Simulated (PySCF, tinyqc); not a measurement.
Inside a calculation. Method: MP2 on RHF in the sto-3g basis, for CH2, spin multiplicity 1. The lowest restricted solution is unstable here: a spin-polarised one lies 0.0434 hartree lower (PySCF). One step of it, computed by the program tinyqc.

Task: Iteration 1: building the Fock matrix. J_ij = sum D_kl (ij|kl), K_ij = sum D_kl (ik|jl); F = H + J - 0.5 K; E = tr D H + tr D J / 2 - 0.25 tr D K + E_nn.

D at the start, lower triangle:
```
            1C 1s      1C 2s    1C 2px     1C 2py    1C 2pz     2H 1s     3H 1s
1C 1s    2.142061
1C 2s   -0.507877   2.065071
1C 2px   0.000000   0.000000  0.658608
1C 2py   0.000000   0.000000  0.000000   0.581945
1C 2pz   0.010415  -0.037929  0.000000   0.000000  0.641183
2H 1s   -0.023043   0.087589  0.000000   0.053894  0.020080  0.952247
3H 1s   -0.023043   0.087589  0.000000  -0.053894  0.020080  0.027089  0.952247
```

core Hamiltonian H = T + V (hartree), lower triangle:
```
             1C 1s      1C 2s     1C 2px     1C 2py     1C 2pz      2H 1s      3H 1s
1C 1s   -18.670726
1C 2s    -4.503907  -5.608389
1C 2px    0.000000   0.000000  -4.486479
1C 2py    0.000000   0.000000   0.000000  -4.667213
1C 2pz   -0.012983  -0.137105   0.000000   0.000000  -4.529194
2H 1s    -0.959403  -2.198168   0.000000  -1.667583  -0.838458  -3.402699
3H 1s    -0.959403  -2.198168   0.000000   1.667583  -0.838458  -0.494484  -3.402699
```

Two-electron integrals (ij|kl) in chemists' order, unique and non-zero (hartree):
```
(11|11) 3.541948    (21|11) 0.576921    (21|21) 0.111888    (22|11) 0.854682
(22|21) 0.205284    (22|22) 0.624709    (31|31) 0.020296    (32|31) 0.030858
(32|32) 0.137996    (33|11) 0.852436    (33|21) 0.205335    (33|22) 0.624568
(33|33) 0.672833    (41|41) 0.020296    (42|41) 0.030858    (42|42) 0.137996
(43|43) 0.036269    (44|11) 0.852436    (44|21) 0.205335    (44|22) 0.624568
(44|33) 0.600295    (44|44) 0.672833    (51|51) 0.020296    (52|51) 0.030858
(52|52) 0.137996    (53|53) 0.036269    (54|54) 0.036269    (55|11) 0.852436
(55|21) 0.205335    (55|22) 0.624568    (55|33) 0.600295    (55|44) 0.600295
(55|55) 0.672833    (61|11) 0.122416    (61|21) 0.023601    (61|22) 0.043232
(61|33) 0.043084    (61|41) 0.001296    (61|42) 0.002415    (61|44) 0.043457
(61|51) 0.000630    (61|52) 0.001174    (61|54) 0.000181    (61|55) 0.043172
(61|61) 0.005091    (62|11) 0.295892    (62|21) 0.072030    (62|22) 0.241457
(62|33) 0.235646    (62|41) 0.006169    (62|42) 0.042655    (62|44) 0.249564
(62|51) 0.002999    (62|52) 0.020737    (62|54) 0.006767    (62|55) 0.238935
(62|61) 0.015854    (62|62) 0.122714    (63|31) 0.007296    (63|32) 0.038567
(63|43) 0.008325    (63|53) 0.004047    (63|63) 0.015015    (64|11) 0.227494
(64|21) 0.056093    (64|22) 0.199378    (64|33) 0.189333    (64|41) 0.011481
(64|42) 0.071235    (64|44) 0.216717    (64|51) 0.002034    (64|52) 0.015881
(64|54) 0.009266    (64|55) 0.191870    (64|61) 0.012922    (64|62) 0.120348
(64|64) 0.130904    (65|11) 0.110596    (65|21) 0.027270    (65|22) 0.096928
(65|33) 0.092044    (65|41) 0.002034    (65|42) 0.015881    (65|44) 0.097263
(65|51) 0.008285    (65|52) 0.046288    (65|54) 0.010862    (65|55) 0.101372
(65|61) 0.006282    (65|62) 0.058508    (65|64) 0.056339    (65|65) 0.042405
(66|11) 0.446731    (66|21) 0.110606    (66|22) 0.421613    (66|33) 0.399253
(66|41) 0.011876    (66|42) 0.110363    (66|44) 0.453095    (66|51) 0.005773
(66|52) 0.053653    (66|54) 0.026175    (66|55) 0.411978    (66|61) 0.024697
(66|62) 0.271352    (66|64) 0.293871    (66|65) 0.142866    (66|66) 0.774606
(71|11) 0.122416    (71|21) 0.023601    (71|22) 0.043232    (71|33) 0.043084
(71|41) -0.001296   (71|42) -0.002415   (71|44) 0.043457    (71|51) 0.000630
(71|52) 0.001174    (71|54) -0.000181   (71|55) 0.043172    (71|61) 0.004914
(71|62) 0.014792    (71|64) 0.010997    (71|65) 0.005871    (71|66) 0.022563
(71|71) 0.005091    (72|11) 0.295892    (72|21) 0.072030    (72|22) 0.241457
(72|33) 0.235646    (72|41) -0.006169   (72|42) -0.042655   (72|44) 0.249564
(72|51) 0.002999    (72|52) 0.020737    (72|54) -0.006767   (72|55) 0.238935
(72|61) 0.014792    (72|62) 0.085274    (72|64) 0.060645    (72|65) 0.039485
(72|66) 0.145230    (72|71) 0.015854    (72|72) 0.122714    (73|31) 0.007296
(73|32) 0.038567    (73|43) -0.008325   (73|53) 0.004047    (73|63) 0.009657
(73|73) 0.015015    (74|11) -0.227494   (74|21) -0.056093   (74|22) -0.199378
(74|33) -0.189333   (74|41) 0.011481    (74|42) 0.071235    (74|44) -0.216717
(74|51) -0.002034   (74|52) -0.015881   (74|54) 0.009266    (74|55) -0.191870
(74|61) -0.010997   (74|62) -0.060645   (74|64) -0.034704   (74|65) -0.027555
(74|66) -0.096752   (74|71) -0.012922   (74|72) -0.120348   (74|74) 0.130904
(75|11) 0.110596    (75|21) 0.027270    (75|22) 0.096928    (75|33) 0.092044
(75|41) -0.002034   (75|42) -0.015881   (75|44) 0.097263    (75|51) 0.008285
(75|52) 0.046288    (75|54) -0.010862   (75|55) 0.101372    (75|61) 0.005871
(75|62) 0.039485    (75|64) 0.027555    (75|65) 0.027566    (75|66) 0.071166
(75|71) 0.006282    (75|72) 0.058508    (75|74) -0.056339   (75|75) 0.042405
(76|11) 0.062048    (76|21) 0.015127    (76|22) 0.051947    (76|33) 0.050722
(76|44) 0.052509    (76|51) 0.001075    (76|52) 0.007766    (76|55) 0.052561
(76|61) 0.003234    (76|62) 0.022992    (76|64) 0.019676    (76|65) 0.012074
(76|66) 0.046616    (76|71) 0.003234    (76|72) 0.022992    (76|74) -0.019676
(76|75) 0.012074    (76|76) 0.005283    (77|11) 0.446731    (77|21) 0.110606
(77|22) 0.421613    (77|33) 0.399253    (77|41) -0.011876   (77|42) -0.110363
(77|44) 0.453095    (77|51) 0.005773    (77|52) 0.053653    (77|54) -0.026175
(77|55) 0.411978    (77|61) 0.022563    (77|62) 0.145230    (77|64) 0.096752
(77|65) 0.071166    (77|66) 0.252112    (77|71) 0.024697    (77|72) 0.271352
(77|74) -0.293871   (77|75) 0.142866    (77|76) 0.046616    (77|77) 0.774606
```

nuclear repulsion = 5.70735330 hartree

Give: Coulomb J; exchange K; Fock matrix F; total energy of this density.

Result:

Coulomb J (hartree), lower triangle:
```
          1C 1s   1C 2s  1C 2px   1C 2py  1C 2pz   2H 1s   3H 1s
1C 1s   11.3746
1C 2s    2.1813  5.0248
1C 2px   0.0000  0.0000  4.9745
1C 2py   0.0000  0.0000  0.0000   5.0827
1C 2pz   0.0112  0.1071  0.0000   0.0000  5.0000
2H 1s    0.4620  1.9678  0.0000   1.6396  0.8212  3.6038
3H 1s    0.4620  1.9678  0.0000  -1.6396  0.8212  0.4240  3.6038
```

exchange K (hartree), lower triangle:
```
         1C 1s   1C 2s  1C 2px   1C 2py  1C 2pz   2H 1s   3H 1s
1C 1s   7.2776
1C 2s   1.2645  1.9080
1C 2px  0.0000  0.0000  0.8287
1C 2py  0.0000  0.0000  0.0000   1.0546
1C 2pz  0.0146  0.1202  0.0000   0.0000  0.8817
2H 1s   0.2957  0.9363  0.0000   0.5294  0.2818  1.1884
3H 1s   0.2957  0.9363  0.0000  -0.5294  0.2818  0.2916  1.1884
```

Fock matrix F (hartree), lower triangle:
```
           1C 1s    1C 2s  1C 2px   1C 2py   1C 2pz    2H 1s    3H 1s
1C 1s   -10.9350
1C 2s    -2.9549  -1.5377
1C 2px    0.0000   0.0000  0.0737
1C 2py    0.0000   0.0000  0.0000  -0.1118
1C 2pz   -0.0090  -0.0901  0.0000   0.0000   0.0299
2H 1s    -0.6453  -0.6985  0.0000  -0.2927  -0.1582  -0.3931
3H 1s    -0.6453  -0.6985  0.0000   0.2927  -0.1582  -0.2163  -0.3931
```

total energy of this density = -38.188000 hartree

This density is the starting one; it is not idempotent, so its energy is not variational and may lie below the converged one.
